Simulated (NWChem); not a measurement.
All runs are NWChem calculations. System: Cl, charge 0, spin multiplicity 2. Its SCF solution wasn't tested for a lower state. Level: UMP2/6-311G** (spherical d), 5 core orbitals frozen.

The NWChem input:

```
start mol
memory heap 200 mb stack 900 mb global 1100 mb
geometry units angstroms nocenter noautoz
  Cl     0.000000     0.000000     0.000000
  symmetry group D2h
end
basis spherical
  * library 6-311g**
end
scf
  uhf
  nopen 1
  maxiter 100
  thresh 1e-7
  semidirect memsize 60000000 filesize 0
  # guess.movecs holds the orbitals of an unrestricted PBE0 run
  vectors input guess.movecs output mol.movecs
end
mp2
  freeze core 5
end
task mp2 energy
```

NWChem printed:

```
             Northwest Computational Chemistry Package (NWChem) 7.3.0
             --------------------------------------------------------

                                NWChem Input Module
                                -------------------

 Scaling coordinates for geometry "geometry" by  1.889725989
 (inverse scale =  0.529177249)

                             Geometry "geometry" -> ""
                             -------------------------

 Output coordinates in angstroms (scale by  1.889725989 to convert to a.u.)

  No.       Tag          Charge          X              Y              Z
 ---- ---------------- ---------- -------------- -------------- --------------
    1 Cl                  17.0000     0.00000000     0.00000000     0.00000000

 Effective nuclear repulsion energy (a.u.)       0.0000000000

            Nuclear Dipole moment (a.u.)
            ----------------------------
        X                 Y               Z
 ---------------- ---------------- ----------------
     0.0000000000     0.0000000000     0.0000000000

      Symmetry information
      --------------------

 Group name             D2h
 Group number             26
 Group order               8
 No. of unique centers     1

      Symmetry unique atoms

     1


 Summary of "ao basis" -> "" (spherical)
 ------------------------------------------------------------------------------
       Tag                 Description            Shells   Functions and Types
 ---------------- ------------------------------  ------  ---------------------
 *                          6-311g**                  on all atoms

 Summary of "ao basis" -> "ao basis" (spherical)
 ------------------------------------------------------------------------------
       Tag                 Description            Shells   Functions and Types
 ---------------- ------------------------------  ------  ---------------------
 Cl                         6-311g**                12       26   6s5p1d

                                 NWChem SCF Module
                                 -----------------

  ao basis        = "ao basis"
  functions       =    26
  atoms           =     1
  alpha electrons =     9
  beta  electrons =     8
  charge          =   0.00
  wavefunction    = UHF
  use symmetry    = T
  symmetry adapt  = T

 Summary of "ao basis" -> "ao basis" (spherical)
 ------------------------------------------------------------------------------
       Tag                 Description            Shells   Functions and Types
 ---------------- ------------------------------  ------  ---------------------
 Cl                         6-311g**                12       26   6s5p1d

      Symmetry analysis of basis
      --------------------------

        ag          8
        au          0
        b1g         1
        b1u         5
        b2g         1
        b2u         5
        b3g         1
        b3u         5

 Forming initial guess at       0.0s

   Symmetry analysis of molecular orbitals - initial alpha
   -------------------------------------------------------

  Numbering of irreducible representations:

     1 ag          2 au          3 b1g         4 b1u         5 b2g
     6 b2u         7 b3g         8 b3u

  Orbital symmetries:

     1 ag          2 ag          3 b2u         4 b3u         5 b1u
     6 ag          7 b2u         8 b3u         9 b1u        10 b2u
    11 b3u        12 b1u        13 ag         14 ag         15 b1g
    16 b3g        17 b2g        18 ag         19 b2u

[...]
  Mulliken analysis of the total density
  --------------------------------------

    Atom       Charge   Shell Charges
 -----------   ------   -------------------------------------------------------
    1 Cl  17    17.00   0.78  1.19  0.91  1.08  1.04  1.01  7.40 -1.49  0.98  2.91  1.20  0.00

  Mulliken analysis of the alpha density
  --------------------------------------

    Atom       Charge   Shell Charges
 -----------   ------   -------------------------------------------------------
    1 Cl  17     9.00   0.39  0.59  0.46  0.54  0.53  0.50  3.72 -0.76  0.58  1.77  0.69  0.00

   Mulliken analysis of the beta density
   -------------------------------------

    Atom       Charge   Shell Charges
 -----------   ------   -------------------------------------------------------
    1 Cl  17     8.00   0.39  0.59  0.45  0.54  0.51  0.51  3.68 -0.73  0.40  1.14  0.51  0.00

   Mulliken analysis of the spin density
   -------------------------------------

    Atom       Charge   Shell Charges
 -----------   ------   -------------------------------------------------------
    1 Cl  17     1.00  -0.00 -0.00  0.00 -0.00  0.02 -0.01  0.04 -0.03  0.17  0.64  0.17 -0.00

       Multipole analysis of the density wrt the origin
       ------------------------------------------------

     L   x y z        total         alpha         beta         nuclear
     -   - - -        -----         -----         ----         -------
     0   0 0 0     -0.000000     -9.000000     -8.000000     17.000000

     1   1 0 0     -0.000000     -0.000000      0.000000      0.000000
     1   0 1 0      0.000000      0.000000      0.000000      0.000000
     1   0 0 1      0.000000     -0.000000      0.000000      0.000000

     2   2 0 0     -9.972865     -5.305223     -4.667641      0.000000
     2   1 1 0     -0.000000     -0.000000      0.000000      0.000000
     2   1 0 1     -0.000000     -0.000000     -0.000000      0.000000
     2   0 2 0     -8.167094     -5.275234     -2.891859      0.000000
     2   0 1 1      0.000000     -0.000000      0.000000      0.000000
     2   0 0 2     -9.972865     -5.305223     -4.667641      0.000000

                   NWChem MP2 Semi-direct Energy/Gradient Module
                   ---------------------------------------------

  Basis functions       =     26
  Molecular orbitals    =     26
  Frozen core           =      5
  Frozen virtuals       =      0
  Active alpha occupied =      4
  Active beta occupied  =      3
  Active alpha virtual  =     17
  Active beta virtual   =     18
  Use MO symmetry       = T
  Use skeleton AO sym   = T

  AO/Fock/Back tols     =   1.0D-09  1.0D-09  1.0D-09

 GA uses MA = F    GA memory limited = T

 Available:
  local mem=  1.26D+08
 global mem=  1.44D+08
 local disk=  0.00D+00
  mp2_memr nvloc                    17
  nvloc new                    17
   1 passes of   4:        2097152                       3113                     82351.
   1 passes of   4: M    126154850           G      144177848           F     124057698.

 Semi-direct pass number   1 of   1  for UHF alpha       at        0.2s
  vrange nnbf                   351
  mp2_eaftype                    10  avail_ma_in_mb                  1099
 EAF : mp2_eaftype filesize          10      41176.
  mp2_eaf for mointskh                     10
Node 0 wrote      0.2 Mb in      0.0 s     Agg I/O rate:   937.3 Mb/s
 Done moints_semi at        0.3s
  mp2_eaftype                    10  avail_ma_in_mb                  1089
 EAF : mp2_eaftype filesize          10      41176.
  mp2_eaf for kh                    10
 Done maket at        0.3s
 Done multipass loop at        0.3s

 GA uses MA = F    GA memory limited = T

 Available:
  local mem=  1.26D+08
 global mem=  1.44D+08
 local disk=  0.00D+00
  mp2_memr nvloc                    18
  nvloc new                    18
   1 passes of   3:        2097152                       2756                     65644.
   1 passes of   3: M    126154850           G      144177848           F     124057698.

 Semi-direct pass number   1 of   1  for UHF beta        at        0.3s
  vrange nnbf                   351
  mp2_eaftype                    10  avail_ma_in_mb                  1099
 EAF : mp2_eaftype filesize          10      32822.
  mp2_eaf for mointskh                     10
Node 0 wrote      0.2 Mb in      0.0 s     Agg I/O rate:   926.2 Mb/s
 Done moints_semi at        0.4s
  mp2_eaftype                    10  avail_ma_in_mb                  1089
 EAF : mp2_eaftype filesize          10      32822.
  mp2_eaf for kh                    10
 Done maket at        0.4s
 Done multipass loop at        0.4s

          -------------------------------------------
          SCF energy                -459.473065281868
          Correlation energy          -0.112072121195
          Singlet pairs                0.000000000000
          Triplet pairs                0.000000000000
          Total MP2 energy          -459.585137403063
          -------------------------------------------

          ---------------------------------------------------
                    Spin Component Scaled (SCS) MP2
          Same spin pairs                     -0.027323362446
          Same spin scaling factor             0.333333333333
          Opposite spin pairs                 -0.084748758749
          Opposite spin scaling fact.          1.200000000000
          SCS-MP2 correlation energy          -0.110806297981
          Total SCS-MP2 energy              -459.583871579849
          ---------------------------------------------------

 -----------------------
 Performance information
 -----------------------

 Timer overhead =  1.41D-07 seconds/call

               Nr. of calls         CPU time (s)                 Wall time (s)                GFlops
             ---------------    -------------------     ------------------------------   -------------------
Name         Min   Avg   Max    Min     Avg     Max     Min     Avg     Max   Mx/calls   Min     Max     Sum
mp2: moin     2     2     2   0.19    0.19    0.19     0.19    0.19    0.19    9.36E-2   0.0     0.0     0.0
mp2: make     2     2     2   4.69E-3 4.69E-3 4.69E-3  4.69E-3 4.69E-3 4.69E-3 2.34E-3   0.0     0.0     0.0
mp2: tota     1     1     1   0.22    0.22    0.22     0.22    0.22    0.22    0.22      0.0     0.0     0.0

 The average no. of pstat calls per process was 5.00D+00
 with a timing overhead of 7.04D-07s

 Task  times  cpu:        0.3s     wall:        0.3s

 Total times  cpu:        0.4s     wall:        0.4s
```
